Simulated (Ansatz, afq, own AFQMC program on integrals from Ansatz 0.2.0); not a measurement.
## Where AFQMC and coupled cluster stand for CH$_{2}$B, quartet

```yaml
atoms:
  - { symbol: B, position_ang: [0.0000, -0.1086, 0.8984] }
  - { symbol: C, position_ang: [0.0000, -0.0411, -0.8103] }
  - { symbol: H, position_ang: [0.0000, 0.8911, 1.5684] }
  - { symbol: H, position_ang: [0.0000, 0.7641, -1.5483] }
```

Connectivity, by distances: BH–CH.

Basis cc-pVDZ. Noble-gas cores (and the filled d shells of Ga–Kr and In–Xe) are frozen. AFQMC by an in-house program on the Cholesky factors that Ansatz 0.2.0 writes for its CCSD(T) run. ph-AFQMC/CISD is guided by a CISD state made of CCSD amplitudes; releasing the constraint for a short imaginary time cuts its bias at the price of noise, slowly where states lie close. ± is one standard error of the sampling.

Determinant: UHF, the one that the program's search chose, which needn't be the lowest solution. The geometry is a point of a scan.

No full CI on the walks' own integrals is used here; CCSDT(Q) serves as the reference and is uncertain by about the last step of the cluster series.

Cautions: lower spins were not checked; the ph-AFQMC/HF walk drifts between its halves (2.2 errors).

The T1 diagnostic is 0.0213. The weight of the determinant in the CISD state is 0.908 and the ⟨S²⟩ of the determinant is 3.762. The size of the correlated space is 9 electrons in 36 orbitals.

| level | correlation energy (eV) |
| --- | --- |
| MP2 | -3.8584 |
| CCSD | -4.7449 |
| CCSD(T) | -4.8637 |

Q: Estimate where AFQMC with the constraint released lies against CCSD(T) on the same integrals.

A: 1.64 ± 0.34 mEh below CCSD(T).

Reference: CCSDT(Q), correlation energy -4.899 eV. The released energy is read at 2.40 1/Eh (meV from the phaseless value at times in 1/Eh: -3 ± 11 at 0.24, -9 ± 8 at 0.51, 0 ± 9 at 0.99, -13 ± 8 at 1.62, -11 ± 9 at 2.40).

| level | E − E(reference) (mEh) | share of correlation (%) |
| --- | --- | --- |
| CCSD(T) | 1.30 | 99.28 |
| CCSDT | 0.22 | 99.88 |
| ph-AFQMC/HF | 2.43 ± 1.46 | 98.65 |
| ph-AFQMC/CISD | 0.04 ± 0.31 | 99.98 |
| released AFQMC | -0.34 ± 0.34 | 100.19 |

A walk keeps the symmetry of its determinant, which the program's search chose and which needn't be the lowest solution, so a lower state of the same spin and another symmetry isn't excluded. Released energies are given only where the last usable release times agree within the noise; a slower fall can still hide under it.
